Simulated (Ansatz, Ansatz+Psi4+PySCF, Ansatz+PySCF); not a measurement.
| atom | x (Å) | y (Å) | z (Å) |
| --- | --- | --- | --- |
| C | 1.0113 | -0.5758 | 0.0000 |
| C | -0.0066 | 0.5962 | 0.0000 |
| O | -1.2666 | 0.0083 | 0.0000 |
| H | 0.1404 | 1.2122 | 0.8965 |
| H | 0.1404 | 1.2122 | -0.8965 |
| H | 2.0259 | -0.1716 | 0.0000 |
| H | 0.8759 | -1.1944 | 0.8881 |
| H | 0.8759 | -1.1944 | -0.8881 |

Basis set: cc-pVTZ (spherical functions). Correlated methods keep 3 orbitals frozen. Correlation on ROHF uses semicanonical orbitals with singles. Charge 0, multiplicity 2.

Computed with Ansatz (development build ahead of 0.2.0); each method stands on the lowest determinant of its kind that the runs found.

The atomization energy at this shape (free ground-state atoms in the same class of orbitals less the molecule, no zero-point energy) of doublet C₂H₅O:

| method | atomization energy |
| --- | --- |
| ROHF-CCSD(T) | 29.49 eV |
| ROHF | 22.70 eV |
| UHF | 22.42 eV |

Q: What does ROHF-MP2 give?

A: 29.63 eV. Caution for ROHF-MP2: forces differ strongly between restricted and unrestricted references.
